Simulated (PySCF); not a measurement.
Gas-phase XPS of 2-chloro-1,1-difluoroethane, computed

Species: 2-chloro-1,1-difluoroethane, C2H3ClF2.
Geometry (PBE0-D3(BJ)/def2-SVP, Å), atoms numbered from 1 in this order:
```
atom  x, y, z in Å
F1    -0.106    0.329    1.691
C2     0.141   -0.431    0.610
F3    -0.668   -1.513    0.664
C4    -0.177    0.329   -0.657
Cl5    0.938    1.688   -0.884
H6     1.192   -0.766    0.647
H7    -1.204    0.714   -0.594
H8    -0.091   -0.345   -1.519
```

Theory: delta-SCF UKS SCAN, pcX-2 on the ionised atom, pcseg-1 elsewhere, spin-free X2C (PySCF 2.14.0). Vertical ΔSCF values, vacuum level as zero.

**Question.** List the computed XPS lines with their assignment.

**Answer.** 
```json
{"atom(s)": "Cl5", "bonded to": "C", "level": "Cl 1s", "binding energy (eV)": "2829.30", "2p1/2 (eV)": "–", "above the level's lowest (eV)": "0.00", "count": "1"}
{"atom(s)": "F1/F3", "bonded to": "C", "level": "F 1s", "binding energy (eV)": "693.71", "2p1/2 (eV)": "–", "above the level's lowest (eV)": "0.00", "count": "2"}
{"atom(s)": "C2", "bonded to": "2 F, C and H", "level": "C 1s", "binding energy (eV)": "296.28", "2p1/2 (eV)": "–", "above the level's lowest (eV)": "+3.14", "count": "1"}
{"atom(s)": "C4", "bonded to": "Cl, C and 2 H", "level": "C 1s", "binding energy (eV)": "293.14", "2p1/2 (eV)": "–", "above the level's lowest (eV)": "0.00", "count": "1"}
{"atom(s)": "Cl5", "bonded to": "C", "level": "Cl 2p3/2", "binding energy (eV)": "206.70", "2p1/2 (eV)": "208.35", "above the level's lowest (eV)": "0.00", "count": "1"}
```

The listed C 1s values span 3.14 eV, from C4 (bonded to Cl, C and 2 H) to C2 (bonded to 2 F, C and H).

**Question.** What is the longest wavelength that can ionise Cl 1s of Cl5 vertically?

**Answer.** λ = hc/E = 12398.42 eV Å / 2829.30 eV = 4.382 Å.

**Question.** Which effective nuclear charge Zeff reproduces each element's mean 1s value in the hydrogen-like formula E = 13.606 eV × Zeff²?

**Answer.** C (Z = 6): mean 294.7 eV, Zeff = 4.65, Z − Zeff = 1.35; F (Z = 9): mean 693.7 eV, Zeff = 7.14, Z − Zeff = 1.86; Cl (Z = 17): mean 2829.3 eV, Zeff = 14.42, Z − Zeff = 2.58. Means run over the listed sites, weighted by atom count.

Topologically equivalent atoms share the value of their first member; where this conformer doesn't relate them by symmetry, their own values could differ. Spin–orbit and ligand-field terms were added within each 2p shell after the spin-free SCF. 2p1/2 minus 2p3/2 (ligand field included): Cl 1.65 eV. Geometry: PBE0-D3(BJ)/def2-SVP, one conformer, isolated molecule.

Time: 22 s. Hardware: an Arm Neoverse V2 with one thread, no GPU (shared host).
